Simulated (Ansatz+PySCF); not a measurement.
Results of a calculation; reference values are marked as such.
Input for Ansatz (development build ahead of 0.2.0):

```yaml
crystal:
  periodic: [false, false, false]
  atoms:
    - { symbol: O, position_ang: [0.0, 0.0, 0.0] }
    - { symbol: S, position_ang: [0.53955, 0.7194, 1.55754] }
basis:
  gaussian: { orbitals: STO-3G }
magnetization:
  initial_magnetization: 2
hamiltonian:
  xc: hf
correlation:
  method: fci
  frozen_orbitals: { O: 1, S: 5 }
```

The input is written out in the form of the current development build from the run's settings.

Results

```json
{
 "Converged": "yes",
 "Total energy": "-467.04229 hartree",
 "State": "lowest triplet root, of any spatial symmetry"
}
```
